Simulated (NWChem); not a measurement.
nitrogen trifluoride (F$_{3}$N)

```xyz
4

F      0.6162    -0.1189     1.0658
N     -0.0032     0.4745     0.0000
F      0.6162    -0.1189    -1.0658
F     -1.2298    -0.1314     0.0000
```
Charge 0, spin multiplicity 1.

The numbers come from NWChem runs, not from measurements. Structure: optimised with B3LYP/def2-SVP, a minimum by its harmonic frequencies.

Symmetry labels belong to the abelian group Cs used in the runs, with the axes of the coordinates shown; states degenerate in a higher group split over its labels.

B3LYP has NWChem's definition, with VWN1-RPA local correlation. The Pople sets run with spherical d functions.

Problem. List the lowest 3 singlet excitations that TD-B3LYP/6-31+G* (spherical d), VWN1-RPA local correlation gives, with oscillator strengths.

Solution. 
| state | symmetry | energy (eV) | wavelength (nm) | f |
|---|---|---|---|---|
| 1 | a' | 8.09 | 153 | 0.016 |
| 2 | a" | 8.69 | 143 | 0.050 |
| 3 | a' | 8.69 | 143 | 0.050 |
